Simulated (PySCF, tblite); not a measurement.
**CH₃O₄ radical, a cluster model of a defect (C site with back bonds O, O, O): EPR parameters**

What EPR parameters should one expect for `[O]C(O)(O)O`? It is drawn as: oxygen hole.

Computed with tblite 0.8.0 and PySCF 2.14.0; each step states its level. No surroundings beyond the atoms listed, unless a continuum is named. Atoms count from 0, parts from 1.

## Step 1: The system as given

8 atoms, charge 0, multiplicity 2; geometry: distance geometry start.

## Step 2: Geometry optimisation with GFN2-xTB

The job: settings as JSON, then the geometry in Å.

```
{"job": {"kind": "relax", "xc": "GFN2-xTB", "basis": "xTB"}, "charge": 0, "multiplicity": 2}
C      0.113488     0.076386     0.305054
O     -0.616465     0.994894    -0.416617
O      1.276204    -0.319828    -0.317069
O     -0.704822    -1.051064     0.449161
O      0.418453     0.533320     1.585680
H     -0.188253     1.858513    -0.578776
H      1.180041    -1.152267    -0.843795
H     -1.480047    -0.945583    -0.156007
```

With the program's defaults for keys left out, this is: GFN2-xTB geometry optimisation, gas phase.

The run is started by

```sh
> OMP_NUM_THREADS=1 python cluster_run.py task.json out
```

The driver reads the jobs from task.json and runs them one after another.

Output:

```text
step      E/eV     max force
  0    -539.47294    2.314
  1    -539.60631    1.064
  2    -539.63204    0.644
  3    -539.64415    0.445
  4    -539.67737    0.405
  5    -539.68422    0.288
  6    -539.70238    0.278
  7    -539.70987    0.325
  8    -539.73269    0.629
  9    -539.67002    1.293
 10    -539.75781    0.759
 11    -539.77259    0.595
 12    -539.79648    0.491
 13    -539.81067    0.284
 14    -539.81646    0.214
 15    -539.82081    0.230
 16    -539.82667    0.307
 17    -539.83977    0.531
 18    -539.85154    1.070
 19    -539.87327    0.663
 20    -539.89806    1.473
 21    -539.91465    0.902
 22    -539.93757    0.350
 23    -539.94502    0.533
 24    -539.95158    0.406
 25    -539.95513    0.335
 26    -539.95993    0.178
 27    -539.96254    0.211
 28    -539.96406    0.210
 29    -539.96474    0.138
 30    -539.96634    0.123
 31    -539.96776    0.161
 32    -539.96939    0.131
 33    -539.97086    0.118
 34    -539.97190    0.092
 35    -539.97255    0.098
 36    -539.97315    0.092
 37    -539.97384    0.082
 38    -539.97447    0.078
 39    -539.97491    0.052
 40    -539.97527    0.057
 41    -539.97566    0.045
 42    -539.97599    0.047
 43    -539.97625    0.070
 44    -539.97648    0.082
 45    -539.97677    0.080
 46    -539.97713    0.065
 47    -539.97736    0.029
 48    -539.97743    0.026
 49    -539.97745    0.025
 50    -539.97747    0.018
 51    -539.97749    0.015
 52    -539.97751    0.012
 53    -539.97752    0.007
```

It took 0.28 s on 1 thread of Arm Neoverse N1, shared host.

Step by step:

| step | energy from step 0 (eV) | largest force (eV/Å) |
| --- | --- | --- |
| 0 | 0.0000 | 2.3143 |
| 2 | -0.1591 | 0.6439 |
| 4 | -0.2044 | 0.4052 |
| 6 | -0.2294 | 0.2779 |
| 8 | -0.2598 | 0.6284 |
| 10 | -0.2849 | 0.7590 |
| 12 | -0.3235 | 0.4916 |
| 14 | -0.3435 | 0.2136 |
| 16 | -0.3537 | 0.3071 |
| 18 | -0.3786 | 1.0707 |
| 20 | -0.4251 | 1.4729 |
| 22 | -0.4646 | 0.3502 |
| 24 | -0.4786 | 0.4057 |
| 26 | -0.4870 | 0.1780 |
| 28 | -0.4911 | 0.2094 |
| 30 | -0.4934 | 0.1229 |
| 32 | -0.4964 | 0.1311 |
| 34 | -0.4990 | 0.0921 |
| 36 | -0.5002 | 0.0915 |
| 38 | -0.5015 | 0.0783 |
| 40 | -0.5023 | 0.0560 |
| 42 | -0.5031 | 0.0468 |
| 44 | -0.5035 | 0.0818 |
| 46 | -0.5042 | 0.0659 |
| 48 | -0.5045 | 0.0258 |
| 50 | -0.5045 | 0.0173 |
| 52 | -0.5046 | 0.0117 |
| 53 | -0.5046 | 0.0065 |

Close pairs (by a distance rule), those that changed most:

| bond | before (Å) | after (Å) | change (Å) |
| --- | --- | --- | --- |
| C0–O1 | 1.377 | 1.462 | +0.085 |
| C0–O4 | 1.393 | 1.313 | -0.081 |
| C0–O3 | 1.401 | 1.360 | -0.041 |
| O2–H6 | 0.990 | 0.965 | -0.024 |
| O3–H7 | 0.989 | 0.965 | -0.024 |
| C0–O2 | 1.377 | 1.357 | -0.020 |
| O1–H5 | 0.977 | 0.968 | -0.009 |

## Step 3: Optimising the geometry at PBE0-D3(BJ)/def2-SVP

The job: settings as JSON, then the geometry in Å.

```
{"job": {"xc": "PBE0", "basis": "def2-SVP", "d3": "d3bj", "grid": 2, "kind": "geom", "shake": 0.01}, "charge": 0, "multiplicity": 2}
C      0.103511    -0.055672     0.210420
O     -0.539461     1.090312    -0.497220
O      1.299471    -0.283414    -0.302876
O     -0.670677    -1.121772     0.021278
O      0.030997     0.568123     1.359761
H      0.061227     1.859552    -0.462238
H      1.294152    -1.086027    -0.828938
H     -1.533142    -0.999654     0.471913
```

Output:

```text
step   0  E = -340.12651948  max force = 0.041027
step   1  E = -340.13384187  max force = 0.022649
step   2  E = -340.13520332  max force = 0.008240
step   3  E = -340.13550003  max force = 0.003412
step   4  E = -340.13559550  max force = 0.001933
step   5  E = -340.13566642  max force = 0.001981
step   6  E = -340.13573527  max force = 0.003004
step   7  E = -340.13576221  max force = 0.002056
step   8  E = -340.13577823  max force = 0.000415
step   9  E = -340.13578415  max force = 0.000665
step  10  E = -340.13579142  max force = 0.001208
step  11  E = -340.13579615  max force = 0.000827
step  12  E = -340.13579762  max force = 0.000266
optimisation converged
```

Wall time 1.9 min (1 thread of Arm Neoverse N1, shared host); peak memory 0.45 GiB.

Along the way:

| step | energy from step 0 (eV) | largest force component (eV/Å) |
| --- | --- | --- |
| 0 | 0.0000 | 2.1097 |
| 1 | -0.1993 | 1.1647 |
| 2 | -0.2363 | 0.4237 |
| 3 | -0.2444 | 0.1755 |
| 4 | -0.2470 | 0.0994 |
| 5 | -0.2489 | 0.1019 |
| 6 | -0.2508 | 0.1545 |
| 7 | -0.2515 | 0.1057 |
| 8 | -0.2519 | 0.0213 |
| 9 | -0.2521 | 0.0342 |
| 10 | -0.2523 | 0.0621 |
| 11 | -0.2524 | 0.0425 |
| 12 | -0.2525 | 0.0137 |

Close pairs (by a distance rule), those that changed most:

| bond | before (Å) | after (Å) | change (Å) |
| --- | --- | --- | --- |
| C0–O1 | 1.492 | 1.400 | -0.093 |
| C0–O2 | 1.321 | 1.367 | +0.046 |
| C0–O4 | 1.310 | 1.352 | +0.042 |
| C0–O3 | 1.331 | 1.370 | +0.039 |
| O3–H7 | 0.981 | 0.965 | -0.016 |
| O1–H5 | 0.977 | 0.967 | -0.009 |
| O2–H6 | 0.960 | 0.965 | +0.006 |

The end geometry stands in the next job.

| at the end point | value |
| --- | --- |
| point group (found at 0.08 Å tolerance) | C1 |
| rotational constants (GHz, main isotopes) | 6.178, 5.818, 5.377 |
| dipole moment (D) | 1.59 |
| ⟨S²⟩ | 0.754 |

## Step 4: g tensor and hyperfine couplings: B3LYP/IGLO-III+pcH-1

The job: settings as JSON, then the geometry in Å.

```
{"job": {"kind": "epr"}, "charge": 0, "multiplicity": 2}
C      0.044715     0.042497     0.203366
O      0.347567     0.866108    -0.887396
O      0.795133    -1.099846     0.236415
O     -1.275597    -0.316112     0.131867
O      0.363606     0.849950     1.239706
H      1.311440     0.936970    -0.927369
H      0.266427    -1.802539    -0.161690
H     -1.804385     0.490967     0.136341
```

With the program's defaults for keys left out, this is: UKS B3LYP, IGLO-III on C O, pcH-1 on H, non-relativistic, mean-field spin-orbit, GIAO.

Output:

```text
UKS, coarse grid
  cycle   1  E = -340.67384792  |g| = 8.04e-01
  cycle   2  E = -340.43221687  |g| = 1.19e+00
  cycle   3  E = -340.89322375  |g| = 1.19e-01
  cycle   4  E = -340.89550001  |g| = 1.02e-01
  cycle   5  E = -340.89911766  |g| = 1.72e-02
  cycle   6  E = -340.89926450  |g| = 1.40e-02
  cycle   7  E = -340.89935315  |g| = 4.51e-03
  cycle   8  E = -340.89936630  |g| = 2.19e-03
  cycle   9  E = -340.89936851  |g| = 5.24e-04
UKS, final grid
  cycle   1  E = -340.89938646  |g| = 6.66e-04
  cycle   2  E = -340.89938639  |g| = 1.39e-03
  cycle   3  E = -340.89938714  |g| = 2.29e-04
  cycle   4  E = -340.89938743  |g| = 2.10e-04
  cycle   5  E = -340.89938797  |g| = 1.42e-04
  cycle   6  E = -340.89938812  |g| = 8.52e-05
  cycle   7  E = -340.89938821  |g| = 4.15e-05
  cycle   8  E = -340.89938822  |g| = 9.15e-06
E = -340.89938822 Eh   <S^2> = 0.7544 (exact 0.7500)
g shifts (ppm)      1          2          3
  rmc          -333       -333       -333
  gc             18         56         61
  oz_so         570       3670      23836
  total         255       3393      23564
hyperfine (MHz)  atom isotope    a_iso     a_fc   dipolar eigenvalues
    0   13C     -29.27     -29.27     -4.17     -2.76      6.93
    1   17O     -14.12     -14.12    -64.58     31.78     32.80
    2   17O      -0.20      -0.20     -8.49      3.63      4.86
    3   17O       2.30       2.30     -4.58      1.81      2.78
    4   17O     -45.83     -45.83   -256.30    127.36    128.94
    5    1H     -12.78     -12.78    -17.50     -3.07     20.57
    6    1H      -1.66      -1.66     -3.64     -2.53      6.16
    7    1H      -1.26      -1.26     -4.06     -3.60      7.66
```

Wall time 45 s (1 thread of Arm Neoverse N1, shared host); peak memory 0.61 GiB.

Principal g values 2.00257, 2.00571, 2.02588; g(iso) = 2.01139, against 2.00232 for a free electron.

Hyperfine couplings, nucleus by nucleus at this fixed geometry (no averaging over rotations):

| nuclei | isotope | a(iso) (MHz) | a(iso) (G, at g = 2.0023) | largest dipolar term (MHz) |
| --- | --- | --- | --- | --- |
| O4 | 17O | -45.8 | -16.4 | -256.3 |
| C0 | 13C | -29.3 | -10.4 | 6.9 |
| O1 | 17O | -14.1 | -5.0 | -64.6 |
| H5 | 1H | -12.8 | -4.6 | 20.6 |
| O3 | 17O | 2.3 | 0.8 | -4.6 |
| H6 | 1H | -1.7 | -0.6 | 6.2 |
| H7 | 1H | -1.3 | -0.4 | 7.7 |
| O2 | 17O | -0.2 | -0.1 | -8.5 |

Mulliken spin populations:

| atom | value (e) |
| --- | --- |
| C0 | -0.07 |
| O1 | 0.17 |
| O2 | 0.02 |
| O3 | 0.01 |
| O4 | 0.88 |
| H5 | -0.01 |
| H6 | 0.00 |
| H7 | 0.00 |

In first order the couplings over 0.8 MHz of 1H give 8 distinct lines over 5.6 G.

## Step 5: g tensor and hyperfine couplings: BHandHLYP/IGLO-III+pcH-1

Settings changed since step 4:

```diff
@@ -1,2 +1,2 @@
-{"job": {"kind": "epr"}, "charge": 0, "multiplicity": 2}
+{"job": {"kind": "epr", "xc": "BHandHLYP"}, "charge": 0, "multiplicity": 2}
 C      0.044715     0.042497     0.203366
```

With the program's defaults for keys left out, this is: UKS BHandHLYP, IGLO-III on C O, pcH-1 on H, non-relativistic, mean-field spin-orbit, GIAO.

Output:

```text
UKS, coarse grid
  cycle   1  E = -340.52683151  |g| = 7.05e-01
  cycle   2  E = -340.53715492  |g| = 7.57e-01
  cycle   3  E = -340.72018574  |g| = 6.92e-02
  cycle   4  E = -340.72372406  |g| = 6.55e-02
  cycle   5  E = -340.72599235  |g| = 1.60e-02
  cycle   6  E = -340.72674951  |g| = 9.86e-03
  cycle   7  E = -340.72692881  |g| = 4.66e-03
  cycle   8  E = -340.72696244  |g| = 2.29e-03
  cycle   9  E = -340.72697210  |g| = 1.24e-03
  cycle  10  E = -340.72697565  |g| = 7.96e-04
UKS, final grid
  cycle   1  E = -340.72698801  |g| = 6.78e-04
  cycle   2  E = -340.72698965  |g| = 6.23e-04
  cycle   3  E = -340.72699057  |g| = 5.43e-04
  cycle   4  E = -340.72699475  |g| = 4.28e-04
  cycle   5  E = -340.72699632  |g| = 3.65e-04
  cycle   6  E = -340.72699996  |g| = 2.46e-04
  cycle   7  E = -340.72700109  |g| = 9.73e-05
  cycle   8  E = -340.72700122  |g| = 4.51e-05
  cycle   9  E = -340.72700122  |g| = 2.19e-05
E = -340.72700122 Eh   <S^2> = 0.7558 (exact 0.7500)
g shifts (ppm)      1          2          3
  rmc          -332       -332       -332
  gc              7         58         63
  oz_so         199       3949      33062
  total        -126       3675      32793
hyperfine (MHz)  atom isotope    a_iso     a_fc   dipolar eigenvalues
    0   13C     -36.93     -36.93     -4.22     -3.61      7.83
    1   17O     -19.94     -19.94    -46.07     22.58     23.49
    2   17O      -1.62      -1.62     -5.97      2.58      3.39
    3   17O       1.61       1.61     -3.09      1.14      1.95
    4   17O     -70.52     -70.52   -273.51    135.76    137.75
    5    1H     -10.86     -10.86    -14.47     -2.32     16.79
    6    1H      -1.53      -1.53     -3.33     -2.51      5.85
    7    1H      -1.02      -1.02     -4.49     -3.94      8.43
```

Run time: 49 s. Hardware: 1 thread of Arm Neoverse N1, shared host; peak memory 0.61 GiB.

In short: g(iso) 2.01443, not to be trusted: the run shows a large g shift, which the driver flags as unsure.

## Step 6: Run by run: EPR parameters

g, ⟨S²⟩ and isotropic hyperfine couplings (MHz), with basis size and wall time; * marks a run flagged for spin contamination, instability or a large g shift:

| run | g(iso) | ⟨S²⟩ | 17O O4 | 13C C0 | 17O O1 | 1H H5 | 17O O3 | functions | time |
| --- | --- | --- | --- | --- | --- | --- | --- | --- | --- |
| B3LYP/IGLO-III+pcH-1 | 2.01139 | 0.754 | -45.8 | -29.3 | -14.1 | -12.8 | 2.3 | 205 | 45 s |
| BHandHLYP/IGLO-III+pcH-1* | 2.01443 | 0.756 | -70.5 | -36.9 | -19.9 | -10.9 | 1.6 | 205 | 49 s |

## Step 7: What came out

```
                            quantity                 value
                         point group                    C1
rotational constants (main isotopes)  6.18, 5.82, 5.38 GHz
                      g(iso) (B3LYP)               2.01139
                                ⟨S²⟩    0.754 (exact 0.75)
                      largest a(iso)  17O on O4, -45.8 MHz
```

**Reading.** Relaxing lowered the energy by 0.252 eV in 12 steps; the close pair that moved most is C0–O1, from 1.492 to 1.400 Å (PBE0/def2-SVP). O4 carries the largest spin population, 0.88 e. The isotropic g lies 9.1 ppt above the free-electron value.
